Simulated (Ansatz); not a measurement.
Results of PBE-D4 in Ansatz (plane waves, PAW) for chalcopyrite ZnGeP₂.

Numerical settings: plane-wave cutoff 520 eV, 10×10×10 k mesh, Fermi–Dirac smearing 0.01 eV, scalar-relativistic PAW data made under PBE.

Response to compression and expansion (c/a stays at 1.973):

Shape and atoms are relaxed at each volume.

| V (Å³/atom) | P (GPa) | direct gap at Γ (eV) | smallest gap on the k mesh (eV) |
|---|---|---|---|
| 18.980 | 3.69 | 1.280 | 1.145 |
| 19.375 | 1.74 | 1.328 | 1.177 |
| 19.771 | 0.00 | 1.373 | 1.206 |
| 20.166 | -1.56 | 1.287 | 1.182 |
| 20.561 | -2.96 | 1.154 | 1.134 |

The fundamental gap (1.18 eV at the equilibrium volume, with added k points) lies elsewhere than Γ–Γ.

Measured, for comparison: band gap 2.05 eV (temperature not stated, no zero-point or thermal correction, pseudodirect, our sources range from 1.80 to 2.20; as tabulated in Rashkeev et al. (1999), arXiv:cond-mat/9809378).

Note: the bulk modulus comes from volumes at which shape and atoms were relaxed.

Spin–orbit coupling is not included.

Ansatz is a program for electronic structure.
